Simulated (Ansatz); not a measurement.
# C₂H₃NO: functionals against CCSD(T) at one geometry

An exercise on one series of results from a longer session: the logs are not shown, and one member is left open.

Computed with Ansatz 0.2.0, Gaussian basis. Level: single points in def2-TZVPP.

Cores are frozen in the correlated methods.

## Where the work starts

SMILES `COC#N`, 7 atoms, charge 0, spin multiplicity 1.

Atoms are counted from 1 here; the program's logs count them from 0.

Bond lengths: C1–O2 1.462 Å, C1–H5 1.063 Å, C1–H6 1.214 Å, C1–H7 1.363 Å, O2–C3 1.280 Å, C3–N4 1.035 Å. Angles: O2–C1–H5 116.2°, O2–C1–H6 106.9°, O2–C1–H7 110.2°, H5–C1–H6 123.6°, H5–C1–H7 91.3°, H6–C1–H7 106.6°, C1–O2–C3 123.3°, O2–C3–N4 162.6°.

Coordinates:

```xyz
7
charge 0, multiplicity 1
C    -0.4032    0.5879   -0.3452
O     0.6894   -0.3830   -0.3603
C     0.8243   -1.3025    0.5205
N     0.6926   -1.8923    1.3607
H    -0.9152    0.7336   -1.2652
H    -0.9651    0.4697    0.7246
H     0.0947    1.8563   -0.3850
```

Set-up of the first run:

The input, run/in.yaml:

```yaml
crystal:
  periodic: [false, false, false]
  atoms:
    - {symbol: C, position_ang: [-0.403200, 0.587900, -0.345200]}
    - {symbol: O, position_ang: [0.689400, -0.383000, -0.360300]}
    - {symbol: C, position_ang: [0.824300, -1.302500, 0.520500]}
    - {symbol: N, position_ang: [0.692600, -1.892300, 1.360700]}
    - {symbol: H, position_ang: [-0.915200, 0.733600, -1.265200]}
    - {symbol: H, position_ang: [-0.965100, 0.469700, 0.724600]}
    - {symbol: H, position_ang: [0.094700, 1.856300, -0.385000]}
basis:
  gaussian: {orbitals: def2-TZVPP}
correlation: {method: ccsd_t}
output: {forces: true}
```

The command line of these runs was not kept.

Steps of the session up to this table: CCSD(T)/def2-TZVPP; PBE0-D4/def2-TZVPP; wB97M-V/def2-TZVPP; r2SCAN-D4/def2-TZVPP; PBE-D4/def2-TZVPP; wB97X-V/def2-TZVPP; SPW92/def2-TZVPP.

One table of the session follows, with a row left open; its other results are not shown here.

```
   method  RMS force component (eV/Å)  angle to CCSD(T) forces (°)  dipole (D)
  CCSD(T)                       7.174                    reference        3.98
  PBE0-D4                       6.877                          1.7        4.05
  wB97M-V                       6.759                          1.3        4.03
r2SCAN-D4                       7.006                          1.4        4.08
   PBE-D4                       7.230                          1.3        3.99
  wB97X-V                           ?                            ?           ?
    SPW92                       7.056                          2.9        4.10
```

Estimate the missing values for wB97X-V.

**Answer.** RMS force component (eV/Å): 6.864; angle to CCSD(T) forces (°): 1.3; dipole (D): 4.07. In the column «RMS force component (eV/Å)» it lies between wB97M-V (6.759) and PBE0-D4 (6.877).
